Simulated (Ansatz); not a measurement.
`[SiH3]NP` and `CNP` differ in one element.

Ansatz, PBE0-D4/def2-TZVP geometries, multiplicity 1. Each molecule was computed in one conformer, which needn't be the lowest.

```json
{"property": "HOMO–LUMO gap (PBE/def2-TZVPP) / eV", "`[SiH3]NP`": "5.13"}
{"property": "LUMO energy (ωB97M-V/def2-TZVPP) / eV", "`[SiH3]NP`": "1.50"}
{"property": "HOMO energy (PBE0/def2-TZVPP) / eV", "`[SiH3]NP`": "-7.37"}
{"property": "HOMO–LUMO gap (PBE0/def2-TZVPP) / eV", "`[SiH3]NP`": "7.16"}
{"property": "zero-point energy (PBE0-D4/def2-TZVP) / kJ/mol", "`[SiH3]NP`": "155.1"}
{"property": "HOMO energy (ωB97M-V/def2-TZVPP) / eV", "`[SiH3]NP`": "-9.57"}
```

**Question.** What does the change do to each property? (Best estimate.)

**Answer.** Computed: 
```csv
property,`CNP`,shift
HOMO–LUMO gap (PBE/def2-TZVPP) / eV,4.90,-0.23
LUMO energy (ωB97M-V/def2-TZVPP) / eV,2.00,0.50
HOMO energy (PBE0/def2-TZVPP) / eV,-6.82,0.55
HOMO–LUMO gap (PBE0/def2-TZVPP) / eV,7.13,-0.03
zero-point energy (PBE0-D4/def2-TZVP) / kJ/mol,189.9,34.8
HOMO energy (ωB97M-V/def2-TZVPP) / eV,-9.10,0.47
```
